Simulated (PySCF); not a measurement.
Orbital picture of NaLi

TPSS at R = 2.918 Å; PySCF, no relativity, basis sets Na pcseg-2, Li pcseg-2. State: ¹Σ⁺ (singlet), closed shell. Only the outer orbitals are listed, counted within each symmetry.

```json
{"orbital": "2σ", "occ.": "2", "ε (eV)": "-57.05", "on Na (%)": "100", "main shells (%)": "100 Na s"}
{"orbital": "3σ", "occ.": "2", "ε (eV)": "-52.06", "on Na (%)": "0", "main shells (%)": "100 Li s"}
{"orbital": "1π", "occ.": "2", "ε (eV)": "-28.42", "on Na (%)": "100", "main shells (%)": "100 Na p"}
{"orbital": "1π", "occ.": "2", "ε (eV)": "-28.42", "on Na (%)": "100", "main shells (%)": "100 Na p"}
{"orbital": "4σ", "occ.": "2", "ε (eV)": "-28.41", "on Na (%)": "100", "main shells (%)": "100 Na p"}
{"orbital": "5σ", "occ.": "2", "ε (eV)": "-3.16", "on Na (%)": "45", "main shells (%)": "51 Li s, 42 Na s"}
{"orbital": "6σ", "occ.": "0", "ε (eV)": "-1.66", "on Na (%)": "44", "main shells (%)": "37 Li s, 36 Na s, 18 Li p"}
{"orbital": "2π", "occ.": "0", "ε (eV)": "-1.01", "on Na (%)": "33", "main shells (%)": "66 Li p, 33 Na p"}
{"orbital": "2π", "occ.": "0", "ε (eV)": "-1.01", "on Na (%)": "33", "main shells (%)": "66 Li p, 33 Na p"}
```

**Question.** Which are the highest filled and the lowest empty level, where do they sit, and how wide is the gap?

**Answer.** Highest filled 5σ at -3.16 eV (in %: 51 Li s, 42 Na s); lowest empty 6σ at -1.66 eV (in %: 37 Li s, 36 Na s, 18 Li p); the gap at TPSS is 1.50 eV.

The bond order (Mayer) is 0.99, the ⟨S²⟩ is 0.000 and the charge on Na (Mulliken, basis-dependent) is 0.11. The charge on Na (Löwdin, basis-dependent) is 0.11. The dipole moment (positive dipole means Na(−)Li(+)) is -0.72 D.

Closed-shell solutions of metal pairs were not tested for spin polarisation, which can lower them a little.
